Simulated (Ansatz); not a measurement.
## A barrier at the coupled-cluster level

Start structure (SiNH4Cl, closed shell), relaxed at PBE0-D4/def2-TZVP:

Si1  (0.168, -0.080, 0.605)
Cl2  (2.034, -0.956, 0.404)
N3  (-0.620, 0.293, -0.855)
H4  (-1.011, -0.440, -1.425)
H5  (0.391, 1.177, 1.350)
H6  (-0.658, -1.059, 1.343)
H7  (-0.304, 1.065, -1.421)
(Å)

The step: SiNH₄Cl ([NH2][SiH2][Cl]) → SiNH₃ ([NH][SiH2]) + HCl; bonds formed: Cl2–H4; bonds broken: Si1–Cl2, N3–H4. Ansatz 0.2.0; basis: def2-TZVPP and def2-QZVPP; cores frozen in the correlated methods. Extrapolation: Hartree–Fock as exp(−7.88 √X), correlation as X^−2.97. Energies below are by CCSD(T) at an estimated basis limit (MP2 extrapolated from triple and quadruple zeta, plus CCSD(T) − MP2 in triple zeta).

Q: What are the electronic barrier and the energy of the step, from the start structure to the end structure? (To be estimated.)

A: The calculation gives: Barrier 306.5 kJ/mol; step energy 296.1 kJ/mol (uphill); reverse barrier, their difference, 10.5 kJ/mol. Barrier and step energy count from the start structure, the reverse barrier from the end structure.

The saddle point: One imaginary mode of 141i cm⁻¹.
```
   pair  start (Å)  saddle (Å)  end (Å)
 Cl2–H4       3.59        1.72     1.36
Si1–Cl2       2.07        3.26     3.94
  N3–H4       1.01        1.15     1.60
```

Zero-point energy (harmonic, PBE0-D4): ZPE is 118.2 kJ/mol at the start and 102.9 kJ/mol at the saddle, so the barrier goes from 306.5 to 291.2 kJ/mol.

First-order rate constant out of the start structure at 298 K by transition-state theory, with harmonic vibrational free energies alone and no tunnelling: ΔA‡ = 289.7 kJ/mol, so k = (kB T/h) exp(−ΔA‡/kB T) ≈ 10^-38 s⁻¹ (an order of magnitude at best: rotation, the number of equivalent paths and anharmonicity are left out).

The T1 diagnostic stays at or below 0.018.

Labels in which every atom is bracketed show which atoms are joined, not bond orders.

For scale, one of the runs: CCSD(T)/def2-TZVPP, 171 basis functions, launched by `ansatz run in.yaml --threads 2 --pin off --events-out ev --progress --plain --max-ram 4352MiB`. Time: 26 s of wall clock on 2 CPU threads of an Arm Neoverse V2; the host was shared. Peak host memory: 1.4 GiB.
